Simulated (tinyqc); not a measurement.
Worked calculation (part 2 of 2): UHF in the sto-3g basis, for BH, spin multiplicity 3. This run ends on a higher stationary point, not on the lowest solution. Computed by tinyqc, a small Python program that keeps every step (integrals from PySCF). Command: `OMP_NUM_THREADS=1 python tinyqc.py 23023 23024 out.jsonl` (the two numbers bound the seeds that draw the settings). One thread of a shared host (Intel(R) Xeon(R) Processor @ 2.60GHz), about 0.1 s of CPU time with the checks.

Geometry (angstrom):

| atom | x | y | z |
|---|---|---|---|
| B | 0.00000 | 0.00000 | 0.00000 |
| H | 0.00000 | 0.00000 | 1.10800 |

## Iteration 3: diagonalisation and new density

extrapolated F(alpha) (hartree), lower triangle:
```
           1B 1s     1B 2s    1B 2px    1B 2py    1B 2pz     2H 1s
1B 1s   -7.26852
1B 2s   -2.16937  -1.05522
1B 2px   0.00000   0.00000  -0.21427
1B 2py   0.00000   0.00000   0.00000  -0.21427
1B 2pz   0.01736  -0.16297   0.00000   0.00000   0.11929
2H 1s   -0.65223  -0.64859   0.00000   0.00000  -0.26048  -0.30742
```

extrapolated F(beta) (hartree), lower triangle:
```
           1B 1s     1B 2s   1B 2px   1B 2py    1B 2pz     2H 1s
1B 1s   -7.21209
1B 2s   -2.11403  -0.69246
1B 2px   0.00000   0.00000  0.43612
1B 2py   0.00000   0.00000  0.00000  0.43612
1B 2pz   0.01546  -0.19623  0.00000  0.00000   0.11989
2H 1s   -0.63899  -0.56266  0.00000  0.00000  -0.35269  -0.44412
```

X, lower triangle:
```
           1B 1s     1B 2s   1B 2px   1B 2py    1B 2pz    2H 1s
1B 1s    1.03038
1B 2s   -0.15637   1.21049
1B 2px   0.00000   0.00000  1.00000
1B 2py   0.00000   0.00000  0.00000  1.00000
1B 2pz  -0.01468   0.17626  0.00000  0.00000   1.17095
2H 1s    0.02802  -0.42347  0.00000  0.00000  -0.41213  1.34648
```

D(alpha) after iteration 2, lower triangle:
```
           1B 1s    1B 2s   1B 2px   1B 2py   1B 2pz    2H 1s
1B 1s    1.03692
1B 2s   -0.12347  0.45506
1B 2px   0.00000  0.00000  1.00000
1B 2py   0.00000  0.00000  0.00000  1.00000
1B 2pz  -0.05432  0.16295  0.00000  0.00000  0.06618
2H 1s   -0.10123  0.26155  0.00000  0.00000  0.08459  0.16612
```

D(beta) after iteration 2, lower triangle:
```
           1B 1s    1B 2s   1B 2px   1B 2py   1B 2pz    2H 1s
1B 1s    1.01650
1B 2s   -0.04844  0.18786
1B 2px   0.00000  0.00000  0.00000
1B 2py   0.00000  0.00000  0.00000  0.00000
1B 2pz  -0.04790  0.12182  0.00000  0.00000  0.08003
2H 1s   -0.10532  0.23386  0.00000  0.00000  0.14512  0.36660
```

overlap S, lower triangle:
```
          1B 1s    1B 2s   1B 2px   1B 2py   1B 2pz    2H 1s
1B 1s   1.00000
1B 2s   0.26933  1.00000
1B 2px  0.00000  0.00000  1.00000
1B 2py  0.00000  0.00000  0.00000  1.00000
1B 2pz  0.00000  0.00000  0.00000  0.00000  1.00000
2H 1s   0.08021  0.51892  0.00000  0.00000  0.51436  1.00000
```

Diagonalise F' = X^T F X, C = X C', fill 4 alpha and 2 beta electrons from the bottom; D(s) = C_occ C_occ^T; the new density keeps 0.2 of the old one (damping). Each column has its largest component positive (the first on a tie).

F' = X^T F X (alpha) (hartree), lower triangle:
```
          1         2         3         4         5        6
1  -7.07681
2  -1.15445  -0.40714
3   0.00000   0.00000  -0.21427
4   0.00000   0.00000   0.00000  -0.21427
5   0.01490   0.06218   0.00000   0.00000   0.35811
6  -0.10643  -0.51885   0.00000   0.00000  -0.43774  0.24170
```

orbital energies (alpha) (hartree): MO1 -7.27588, MO2 -0.57179, MO3 -0.21427, MO4 -0.21427, MO5 0.08049, MO6 0.88304

coefficients C (alpha):
```
             MO1       MO2       MO3      MO4       MO5       MO6
1B 1s    0.99000  -0.25437   0.00000  0.00000  -0.16412   0.12403
1B 2s    0.03766   0.73429   0.00000  0.00000   0.68311  -0.83240
1B 2px   0.00000   0.00000   0.99973  0.02316   0.00000   0.00000
1B 2py   0.00000   0.00000  -0.02316  0.99973   0.00000   0.00000
1B 2pz   0.00245   0.16138   0.00000  0.00000  -0.61630  -1.07999
2H 1s   -0.00837   0.37337   0.00000  0.00000  -0.45742   1.34695
```

F' = X^T F X (beta) (hartree), lower triangle:
```
          1         2        3        4         5        6
1  -7.02597
2  -1.15731  -0.00633
3   0.00000   0.00000  0.43612
4   0.00000   0.00000  0.00000  0.43612
5   0.01642   0.06972  0.00000  0.00000   0.40971
6  -0.10971  -0.48811  0.00000  0.00000  -0.49588  0.05152
```

orbital energies (beta) (hartree): MO1 -7.21665, MO2 -0.49182, MO3 0.21691, MO4 0.43612, MO5 0.43612, MO6 0.92049

coefficients C (beta):
```
             MO1       MO2       MO3      MO4       MO5       MO6
1B 1s    0.99244  -0.16179  -0.23036  0.00000   0.00000   0.15148
1B 2s    0.02839   0.34689   0.86024  0.00000   0.00000  -0.91595
1B 2px   0.00000   0.00000   0.00000  0.98847  -0.15143   0.00000
1B 2py   0.00000   0.00000   0.00000  0.15143   0.98847   0.00000
1B 2pz   0.00096   0.22503  -0.56489  0.00000   0.00000  -1.09659
2H 1s   -0.00500   0.67275  -0.25323  0.00000   0.00000   1.28305
```

D(alpha) after iteration 3, lower triangle:
```
           1B 1s    1B 2s   1B 2px   1B 2py   1B 2pz    2H 1s
1B 1s    1.04323
1B 2s   -0.14429  0.52349
1B 2px   0.00000  0.00000  1.00000
1B 2py   0.00000  0.00000  0.00000  1.00000
1B 2pz  -0.04176  0.12746  0.00000  0.00000  0.03408
2H 1s   -0.10286  0.27138  0.00000  0.00000  0.06510  0.14480
```

D(beta) after iteration 3, lower triangle:
```
           1B 1s    1B 2s   1B 2px   1B 2py   1B 2pz    2H 1s
1B 1s    1.01219
1B 2s   -0.03205  0.13448
1B 2px   0.00000  0.00000  0.00000
1B 2py   0.00000  0.00000  0.00000  0.00000
1B 2pz  -0.03794  0.08684  0.00000  0.00000  0.05652
2H 1s   -0.11211  0.23335  0.00000  0.00000  0.15013  0.43542
```

Within a degenerate level the vectors are fixed only up to a rotation; this is one choice.

## Iteration 17 (converged): orbitals

converged F(alpha) (hartree), lower triangle:
```
           1B 1s     1B 2s    1B 2px    1B 2py    1B 2pz     2H 1s
1B 1s   -7.27069
1B 2s   -2.16531  -1.09919
1B 2px   0.00000   0.00000  -0.22400
1B 2py   0.00000   0.00000   0.00000  -0.22400
1B 2pz   0.01262  -0.13317   0.00000   0.00000   0.14911
2H 1s   -0.65098  -0.63775   0.00000   0.00000  -0.21262  -0.24699
```

converged F(beta) (hartree), lower triangle:
```
           1B 1s     1B 2s   1B 2px   1B 2py    1B 2pz     2H 1s
1B 1s   -7.20083
1B 2s   -2.11475  -0.65841
1B 2px   0.00000   0.00000  0.44764
1B 2py   0.00000   0.00000  0.00000  0.44764
1B 2pz   0.01098  -0.21201  0.00000  0.00000   0.10592
2H 1s   -0.64017  -0.56427  0.00000  0.00000  -0.39379  -0.51545
```

Diagonalise F' = X^T F X, C = X C', fill 4 alpha and 2 beta electrons from the bottom; D(s) = C_occ C_occ^T. Each column has its largest component positive (the first on a tie).

F' = X^T F X (alpha) (hartree), lower triangle:
```
          1         2         3         4         5        6
1  -7.08121
2  -1.14257  -0.46651
3   0.00000   0.00000  -0.22400
4   0.00000   0.00000   0.00000  -0.22400
5   0.00650   0.08002   0.00000   0.00000   0.37258
6  -0.10678  -0.51089   0.00000   0.00000  -0.41145  0.29346
```

orbital energies (alpha) (hartree): MO1 -7.27781, MO2 -0.57542, MO3 -0.22400, MO4 -0.22400, MO5 0.08336, MO6 0.88818

coefficients C (alpha):
```
             MO1       MO2      MO3       MO4       MO5       MO6
1B 1s    0.99011  -0.27042  0.00000   0.00000   0.13808   0.12092
1B 2s    0.03746   0.80888  0.00000   0.00000  -0.60654  -0.82253
1B 2px   0.00000   0.00000  0.15714   0.98758   0.00000   0.00000
1B 2py   0.00000   0.00000  0.98758  -0.15714   0.00000   0.00000
1B 2pz   0.00321   0.11803  0.00000   0.00000   0.63306  -1.07590
2H 1s   -0.00887   0.30736  0.00000   0.00000   0.48587   1.35365
```

F' = X^T F X (beta) (hartree), lower triangle:
```
          1         2        3        4         5         6
1  -7.01297
2  -1.16582   0.03203
3   0.00000   0.00000  0.44764
4   0.00000   0.00000  0.00000  0.44764
5   0.01257   0.06388  0.00000  0.00000   0.41303
6  -0.10880  -0.47484  0.00000  0.00000  -0.51572  -0.03209
```

orbital energies (beta) (hartree): MO1 -7.20557, MO2 -0.53893, MO3 0.23911, MO4 0.44764, MO5 0.44764, MO6 0.90540

coefficients C (beta):
```
             MO1       MO2       MO3      MO4       MO5       MO6
1B 1s    0.99228  -0.14501  -0.24046  0.00000   0.00000   0.15385
1B 2s    0.02912   0.27254   0.88792  0.00000   0.00000  -0.91466
1B 2px   0.00000   0.00000   0.00000  0.14641   0.98922   0.00000
1B 2py   0.00000   0.00000   0.00000  0.98922  -0.14641   0.00000
1B 2pz   0.00185   0.22280  -0.53967  0.00000   0.00000  -1.10967
2H 1s   -0.00551   0.72311  -0.23029  0.00000   0.00000   1.25977
```

D(alpha) after iteration 17, lower triangle:
```
           1B 1s    1B 2s   1B 2px   1B 2py   1B 2pz    2H 1s
1B 1s    1.05344
1B 2s   -0.18165  0.65569
1B 2px   0.00000  0.00000  1.00000
1B 2py   0.00000  0.00000  0.00000  1.00000
1B 2pz  -0.02874  0.09559  0.00000  0.00000  0.01394
2H 1s   -0.09190  0.24829  0.00000  0.00000  0.03625  0.09455
```

D(beta) after iteration 17, lower triangle:
```
           1B 1s    1B 2s   1B 2px   1B 2py   1B 2pz    2H 1s
1B 1s    1.00564
1B 2s   -0.01063  0.07513
1B 2px   0.00000  0.00000  0.00000
1B 2py   0.00000  0.00000  0.00000  0.00000
1B 2pz  -0.03047  0.06078  0.00000  0.00000  0.04965
2H 1s   -0.11032  0.19692  0.00000  0.00000  0.16110  0.52291
```

Within a degenerate level the vectors are fixed only up to a rotation; this is one choice.

## Convergence

Stop when the energy changes by less than 1e-10 hartree and every element of the error matrix X^T (F D S - S D F) X (for each spin) is below 3e-06.

Course of the cycle:

| iteration | E (hartree) | change | largest element of the error matrix |
|---|---|---|---|
| 1 | -24.1088377 | - | 3.17e-01 |
| 2 | -24.4579455 | -3.49e-01 | 1.28e-01 |
| 3 | -24.5563010 | -9.84e-02 | 4.35e-02 |
| 4 | -24.5826312 | -2.63e-02 | 2.13e-02 |
| 5 | -24.5901350 | -7.50e-03 | 7.19e-03 |
| 6 | -24.5928739 | -2.74e-03 | 1.78e-03 |
| 7 | -24.5935221 | -6.48e-04 | 3.58e-04 |
| 8 | -24.5936582 | -1.36e-04 | 7.07e-05 |
| 9 | -24.5936856 | -2.75e-05 | 1.42e-05 |
| 10 | -24.5936912 | -5.51e-06 | 2.84e-06 |
| 11 | -24.5936923 | -1.10e-06 | 5.67e-07 |
| 12 | -24.5936925 | -2.20e-07 | 1.14e-07 |
| 13 | -24.5936925 | -4.41e-08 | 2.27e-08 |
| 14 | -24.5936925 | -8.82e-09 | 4.54e-09 |
| 15 | -24.5936925 | -1.76e-09 | 9.08e-10 |
| 16 | -24.5936925 | -3.53e-10 | 1.81e-10 |
| 17 | -24.5936925 | -7.06e-11 | 3.62e-11 |

PySCF UHF in the same basis, after a stability check = -24.7498901 hartree

Converged in 17 iterations. But the solution lies 0.15620 hartree above the reference: it is another stationary point, not the lowest one. Reruns (cap 100 unless said): DIIS 8: converged in 9 to a higher stationary point; damping 0.5: converged in 59 to a higher stationary point; level shift 0.5: converged in 49 to a higher stationary point; atomic densities as start, DIIS 8: converged in 9.

## Populations, bond orders and dipole

Mulliken: Z minus the diagonal of D S on the atom; Loewdin: the same with S^(1/2) D S^(1/2); Mayer order: 2 sum_s sum (D(s) S)_ij (D(s) S)_ji over the two atoms.

Charges (e):

| atom | Mulliken | Loewdin | Mulliken spin |
|---|---|---|---|
| 1B | -0.06622 | -0.07039 | 2.46445 |
| 2H | 0.06622 | 0.07039 | -0.46445 |

Mayer bond orders:

| pair | order |
|---|---|
| 2-1 | 0.77990 |

dipole moment about the origin, x y z (debye): 0.00000  0.00000  -1.09079

<S^2> of the determinant (pure state: 2) = 2.25415
